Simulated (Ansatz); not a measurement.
# H5N: the cost of one run

Computed with Ansatz 0.2.0 (the levels named in each step, unless a step's input says otherwise).

## Step 1: Starting point

Bond lengths: N1–H4 1.013 Å, N1–H5 1.013 Å, N1–H6 1.013 Å. Angles: H4–N1–H5 107.6°, H4–N1–H6 107.6°, H5–N1–H6 107.6°.

As a file:

```xyz
6

N     0.0977   -0.1425    0.2504
H    -1.1515    1.8147   -2.4720
H    -0.9680    1.5904   -1.7493
H     0.0466   -0.5643   -0.6694
H     1.0754   -0.0914    0.5103
H    -0.3598   -0.7697    0.9011
```

## Step 2: A rough first relaxation, PBE-D4/def2-SVP

This run stands in another session on the same molecule. It ended at:

```xyz
6

N     0.0682   -0.1697   -0.0825
H    -1.1587    1.9210   -2.0972
H    -0.8536    1.3999   -1.6077
H     0.3066   -1.0804   -0.5015
H     0.9394    0.1586    0.3582
H    -0.5614   -0.3921    0.7017
```

## Step 3: Relaxation, PBE0-D4/def2-TZVPP

This run stands in another session on the same molecule. It ended at:

```xyz
6

N     0.1077   -0.2344   -0.0159
H    -1.2105    2.0077   -2.1881
H    -0.9187    1.5097   -1.7103
H     0.3294   -1.1165   -0.4595
H     0.9630    0.1087    0.4021
H    -0.5303   -0.4380    0.7427
```

## Step 4: Frequencies, PBE0-D4/def2-TZVPP

File input.yaml:

```yaml
crystal:
  periodic: [false, false, false]
  atoms:
    - { symbol: "N", position_ang: [0.1076556, -0.23436979, -0.01593748] }
    - { symbol: H, position_ang: [-1.21054401, 2.00766557, -2.1880885] }
    - { symbol: H, position_ang: [-0.91874999, 1.50967936, -1.71028451] }
    - { symbol: H, position_ang: [0.32942251, -1.11645771, -0.45948085] }
    - { symbol: H, position_ang: [0.96295321, 0.10870742, 0.40210274] }
    - { symbol: H, position_ang: [-0.53029732, -0.43798486, 0.74271861] }
basis:
  gaussian: { orbitals: def2-TZVPP }
hamiltonian:
  xc: pbe0
  dispersion: d4
phonons: {}
```

The run is started by

```
$ ansatz run input.yaml --threads 2 --pin off --max-ram 5120MiB --backend cpu --events-out ev --progress --plain --runs-dir out
```

What time and memory should one allow on 2 threads of Arm Neoverse V2, shared host?

About 13 s, with a peak of 0.12 GiB.
